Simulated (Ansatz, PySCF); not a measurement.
Reaction (SMILES): F[C](F)F -> F[C](F)F as singlet, charge -1 (an electron is taken up)
Geometries: B3LYP-D3(BJ)/def2-TZVP minima from Ansatz (an electronic-structure program).

Quantity: adiabatic electron affinity (0 K, with B3LYP-D3(BJ) harmonic zero-point energies from PySCF), positive where the reaction releases energy, in eV. Cores are frozen in the correlated levels unless marked. UHF or UKS for open shells. No spin-orbit coupling. No relativistic terms. Anions need diffuse functions: aug- sets have them; def2-D sets add few; the other sets have none. CBS(X,Y): correlation extrapolated as X^-3; Hartree-Fock from the larger set. [CCSD(T)-MP2]/basis is that difference in the basis named.

RI-MP2/CBS(aug-cc-pVTZ,aug-cc-pVQZ)+[CCSD(T)-MP2]/aug-cc-pVTZ (Ansatz) gives 1.81 eV.

Another calculation gave 1.73 eV. Which level was it?
(A) HF/def2-TZVPD (PySCF)
(B) BHLYP/def2-TZVPD (Ansatz)
(C) SVWN5/def2-TZVPD (Ansatz)
(D) LC-wPBE/def2-TZVPD (Ansatz)

C, SVWN5/def2-TZVPD (Ansatz). The others give 1.43 (BHLYP), 1.60 (LC-wPBE), 0.24 (HF) eV.
